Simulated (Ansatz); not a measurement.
# BH₄+ (singlet): wave-function methods side by side, cc-pVDZ

How much of the correlation energy of BH₄+ (singlet) does each wave-function method recover here?

Method: cc-pVDZ, core rule «outside noble gas», up to 1 orbitals frozen; program: Ansatz 0.2.0, Gaussian basis.

Plan: UHF; CCSD(T) on RHF; CCSD(T) on UHF; BCCD(T) on RHF; CISD; CCSDT(Q) on RHF; CCSDT(Q) on UHF; CCSDTQ on RHF; CASSCF and MRCISD+Q, 6 electrons in 8 orbitals; CASSCF and NEVPT4(SD), 6 electrons in 8 orbitals; CASSCF and NEVPT2, 6 electrons in 8 orbitals; Full CI.

22 further runs of the same task are left out: 9 that didn't finish, 13 set aside as unsound or not needed.

## Step 1: What is computed

The geometry is a PBE0/def2-TZVP stationary point (not a proven minimum) of the parent state, kept for this charge and spin.

5 atoms, charge 1, spin multiplicity 1.

Atoms are counted from 1 here; the program's logs count them from 0.

Bond lengths: B1–H2 1.220 Å, B1–H3 1.220 Å, B1–H4 1.220 Å, B1–H5 1.220 Å. Angles: H2–B1–H3 96.8°, H2–B1–H4 96.8°, H2–B1–H5 139.9°, H3–B1–H4 139.9°, H3–B1–H5 96.8°, H4–B1–H5 96.8°.

## Step 2: UHF

in.yaml

```yaml
crystal:
  periodic: [false, false, false]
  atoms:
    - {symbol: B, position_ang: [0.000000, 0.000000, 0.000000]}
    - {symbol: H, position_ang: [0.414685, 0.812495, 0.810653]}
    - {symbol: H, position_ang: [-0.424327, -0.807694, 0.810461]}
    - {symbol: H, position_ang: [-0.412812, 0.808646, -0.815443]}
    - {symbol: H, position_ang: [0.422454, -0.813448, -0.805671]}
basis:
  gaussian: {orbitals: cc-pVDZ}
total_charge: 1
magnetization: {spin_polarized: true, initial_magnetization: 0}
hamiltonian: {xc: hf}
output: {orbitals: {seedname: orbitals}}
```

Run with:

```sh
> ansatz run in.yaml --threads 1 --pin off --events-out ev --progress --plain --max-ram 2393MiB
```

After this run come: CCSD(T) on RHF; CCSD(T) on UHF; BCCD(T) on RHF; CISD; CCSDT(Q) on RHF; CCSDT(Q) on UHF; CCSDTQ on RHF; CASSCF and MRCISD+Q, 6 electrons in 8 orbitals; CASSCF and NEVPT4(SD), 6 electrons in 8 orbitals; CASSCF and NEVPT2, 6 electrons in 8 orbitals; Full CI.

Before running them: what should the planned runs give, taken together? Wanted: FCI below the RHF energy; RMP2 from FCI; UMP2 from FCI; RCCSD from FCI; RCCSD(T) from FCI; UCCSD(T) from FCI; RCCSDT(Q) from FCI; NEVPT2 valence from FCI; NEVPT4(SD) valence from FCI.

As calculated:

| quantity | value |
| --- | --- |
| FCI below the RHF energy | -4.1077 eV |
| RMP2 from FCI | +23.55 kcal/mol |
| UMP2 from FCI | +30.84 kcal/mol |
| RCCSD from FCI | +3.09 kcal/mol |
| RCCSD(T) from FCI | +0.74 kcal/mol |
| UCCSD(T) from FCI | +0.93 kcal/mol |
| RCCSDT(Q) from FCI | +0.05 kcal/mol |
| NEVPT2 valence from FCI | +9.08 kcal/mol |
| NEVPT4(SD) valence from FCI | +1.02 kcal/mol |
| MRCISD+Q valence from FCI | +0.02 kcal/mol |
| levels within 1 kcal/mol (43 meV) | RCCSD(T), UCCSD(T), BCCD(T), RCCSDT, RCCSDT(Q), RCCSDTQ, MRCISD+Q valence |
| T1 diagnostic | 0.009 |
| effectively unpaired electrons | 0.15 |

**Reading.** RCCSD(T) misses by +0.74 kcal/mol, 0.8 % of the correlation energy. One determinant dominates. Of the multireference levels listed MRCISD+Q valence comes nearest in total energy (+0.02 kcal/mol), which doesn't show that its space is the better one. These misses are within one basis, not against nature.
